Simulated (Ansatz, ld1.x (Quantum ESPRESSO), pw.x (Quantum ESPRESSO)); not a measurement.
**Tl (Z = 81): one change to the TM potential, in the atom and in the sc crystal**

Tl, norm-conserving Troullier–Martins (Kleinman–Bylander form), made with ld1.x (Quantum ESPRESSO) 7.5 (PBEsol, scalar-relativistic). Core [Xe] 4f14, reference 5d10 6s0 6p0 (charge +3). Waves: 6p (bound, empty): rc 2.15 bohr; 5d (bound): rc 1.15 bohr; 6s (bound, empty): rc 1.75 bohr. Local part: the s channel. Core correction: none.

Change: all radii scaled by about 1.18 (s 2.08, p 2.54, d 1.36 bohr).

Cutoffs, loose and tight: the cutoffs (Ry, on a coarse ladder) from which the occupation-weighted sum of valence levels, in a spherical-Bessel basis at the reference potential, stays within 10 and 1 mRy of its value at 400 Ry. They do not see the model core or the augmentation charge, which bear on the density cutoff. Test errors are all-electron minus pseudo excitation energies from the reference, over the configurations 5d10 6s2 6p1; 5d10 6s2 6p0; 5d10 6s1 6p0; 5d9 6s0 6p0; 5d9 6s2 6p2; 5d9 6s2 6p1; 5d10 6s0 6p3; variants that change the core or the reference have their own tests.

Crystal test: sc Tl in pw.x 7.5, no spin, 10³ k-points, Fermi–Dirac smearing 0.01 Ry, cutoffs set for each file from its atomic test. The reference is all-electron LAPW (Ansatz 0.2.0) with the same functional, mesh and smearing; V0 and B0 come from Birch–Murnaghan fits to the pressures at five volumes. Errors are pseudo minus all-electron; Δ is the rms difference of the E(V) curves that follow from these fits, minima aligned, over ±6 % about the mean V0. Mesh and smearing are coarse, so the numbers serve the comparison and aren't converged zero-temperature values; the lattice is a test structure that the element need not adopt.

All-electron: a0 = 3.142 Å (V0 = 31.02 Å³/atom), B0 = 29.8 GPa.

**Question.** Does the change bring the crystal closer to the all-electron result?

**Answer.** The mean pressure error goes from -0.62 to -0.37 GPa, so the change moves the solid closer to the all-electron pressures. At 80 % of its cutoff the pressure of the changed file moves by -0.64 GPa.

```json
{"quantity": "outcome (atom)", "base": "generated", "changed": "generated"}
{"quantity": "cutoff, loose (atom)", "base": "70 Ry", "changed": "70 Ry"}
{"quantity": "cutoff, tight (atom)", "base": "100 Ry", "changed": "90 Ry"}
{"quantity": "bound ghosts (atom)", "base": "none", "changed": "none"}
{"quantity": "largest test error (meV) (atom)", "base": "-127", "changed": "-137"}
{"quantity": "cutoffs in pw.x (Ry)", "base": "120/480", "changed": "110/440"}
{"quantity": "a0 (Å)", "base": "3.120", "changed": "3.129"}
{"quantity": "a0 error (%)", "base": "-0.69", "changed": "-0.41"}
{"quantity": "B0 error (%)", "base": "+7.2", "changed": "+4.8"}
{"quantity": "Δ (meV/atom)", "base": "4.3", "changed": "2.5"}
{"quantity": "mean pressure error (GPa)", "base": "-0.62", "changed": "-0.37"}
```

Base: This is a poor potential for the solid. The atomic cutoffs weigh occupied waves only.
